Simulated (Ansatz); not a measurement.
# AlH2F (triplet): from Hartree-Fock to the top rungs at a displaced geometry (v2), cc-pVDZ

The task here is to estimate one member of a computed series from the others.

Method: cc-pVDZ, core rule «outside noble gas», up to 6 orbitals frozen; program: Ansatz 0.2.0, Gaussian basis.

The runs, in order: UHF; CCSD(T) on ROHF; CCSD(T) on UHF; BCCD(T) on ROHF; CISD as a restricted active space (open shells left free, so some higher excitations enter); CCSDT(Q) on ROHF; CCSDT(Q) on UHF.

44 further runs of the same task are left out: 16 for a known fault of the program, 11 that didn't finish, 17 set aside as unsound or not needed. Runs told in other sessions of the task aren't counted.

## The geometry

The geometry is a PBE0/def2-TZVP stationary point (not a proven minimum) with its atoms shifted at random (size 0.100 Å).

4 atoms, charge 0, spin multiplicity 3.

Atoms are counted from 1 here; the program's logs count them from 0.

Bond lengths: Al1–F2 1.665 Å, Al1–H3 1.953 Å, Al1–H4 1.846 Å. Angles: F2–Al1–H3 80.6°, F2–Al1–H4 80.3°, H3–Al1–H4 160.9°.

Coordinates:

```xyz
4
AlFH2
Al    0.06722   -0.00114    0.66895
F    -0.09765    0.00723   -0.98801
H    -0.02103   -1.92600    0.34875
H     0.06208    1.82034    0.36696
```

The first run:

in.yaml

```yaml
crystal:
  periodic: [false, false, false]
  atoms:
    - {symbol: Al, position_ang: [0.067224, -0.001144, 0.668950]}
    - {symbol: F, position_ang: [-0.097650, 0.007230, -0.988014]}
    - {symbol: H, position_ang: [-0.021029, -1.925998, 0.348748]}
    - {symbol: H, position_ang: [0.062079, 1.820341, 0.366964]}
basis:
  gaussian: {orbitals: cc-pVDZ}
magnetization: {spin_polarized: true, initial_magnetization: 2}
hamiltonian: {xc: hf}
output: {orbitals: {seedname: orbitals}}
```

Started as:

```bash
$ ansatz run in.yaml --threads 1 --pin off --events-out ev --progress --plain --max-ram 2393MiB
```

Steps of the session up to this table: UHF; CCSD(T) on ROHF; CCSD(T) on UHF; BCCD(T) on ROHF; CISD as a restricted active space (open shells left free, so some higher excitations enter); CCSDT(Q) on ROHF; CCSDT(Q) on UHF.

One of the session's tables, all rows but one given; the rest of the session is left out.

| method | from UCCSDT(Q) (kJ/mol) |
| --- | --- |
| ROHF | ? |
| UHF | +713.8 |
| RMP2 | +81.0 |
| UMP2 | +73.0 |
| CISD | +84.0 |
| RCCSD | +21.5 |
| UCCSD | +19.5 |
| RCCSD(T) | +4.5 |
| UCCSD(T) | +4.2 |
| BCCD(T) | +3.6 |
| RCCSDT | +1.8 |
| UCCSDT | +1.7 |
| RCCSDT(Q) | +0.6 |
| UCCSDT(Q) | 0 |

Estimate the missing values for ROHF.

**Answer.** from UCCSDT(Q) (kJ/mol): +737.5. In the column «from UCCSDT(Q) (kJ/mol)» it is the highest.

Limits of these values: Restricted and unrestricted rows rest on different reference determinants; a gap between their highest levels can come from leftover correlation error, from unlike frozen cores or from another state.
